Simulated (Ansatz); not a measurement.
**Isomers**

Structures of C2H4S, closed shell, relaxed at PBE0-D4/def2-TZVP (vibrations not checked; lower isomers may exist, and structures with a doubtful reference or unclear bonds are left out). Computed with Ansatz 0.2.0 (basis: def2-TZVPP); correlated methods freeze the cores. B3LYP uses VWN-RPA correlation.

Question: Rank them by CCSD(T) energy, lowest first, and give each one's height above the lowest. Links in brackets join atoms within 1.22 times the sum of their covalent radii (1.1 for two metals). (Judge from chemistry; the value comes from the calculation.)
A.
C₂H₄S (C1CS1)
```
7
angstrom
C -0.5250 0.1338 -0.5083
C 0.6093 -0.0471 0.4223
S -0.8918 -0.9162 0.9089
H -0.4856 -0.3733 -1.4656
H -1.0282 1.0939 -0.5190
H 0.8893 0.7880 1.0541
H 1.4319 -0.6791 0.1075
```
B.
C₂H₄S ([CH2][C][SH2])
```
7
angstrom
C -0.3128 0.4038 0.6938
C 0.9052 -0.1094 0.8380
S -1.2992 -0.0990 -0.6338
H -0.7109 -0.5488 -1.8215
H -1.5871 1.0921 -1.1863
H 1.4785 0.1591 1.7222
H 1.4081 -0.7826 0.1411
```
C.
a complex of CH₄ + CS
```
7
angstrom
C -1.0904 0.8693 0.0702
C 2.2033 -0.9266 -0.2671
S 2.0165 -1.4034 1.1737
H -1.4601 -0.1222 0.3314
H -0.3638 0.7835 -0.7373
H -1.9237 1.4936 -0.2513
H -0.6134 1.3212 0.9398
```
D.
a complex of C₂H₂ (C#C) + H₂S
```
7
angstrom
C 1.4327 -0.6499 1.9034
C 0.6402 -0.1803 1.1376
S -1.7212 1.0132 -1.6573
H -1.9824 -0.2675 -1.9610
H -0.6761 1.0574 -2.4977
H 2.1359 -1.0652 2.5862
H -0.0652 0.2352 0.4499
```

Answer: By the calculation: A (0.00 kcal/mol), C (30.81 kcal/mol), D (34.93 kcal/mol), B (74.70 kcal/mol). Heights count from the lowest.

Question: Do PBE-D4, r2SCAN-D4, PBE0-D4, B3LYP-D4, wB97M-V, HF, MP2 give the same order? (A judgement: the text doesn't fix the answer.)

Answer: By the calculation: All do.

The T1 diagnostic stays at or below 0.019.

For scale, one of the runs: CCSD(T)/def2-TZVPP, 160 basis functions, launched by `ansatz run in.yaml --threads 2 --pin off --events-out ev --progress --plain --max-ram 4352MiB`. The run took 25 s on 2 CPU threads of an AMD EPYC 9R14 (shared host), with 1.2 GiB of host memory at its peak.
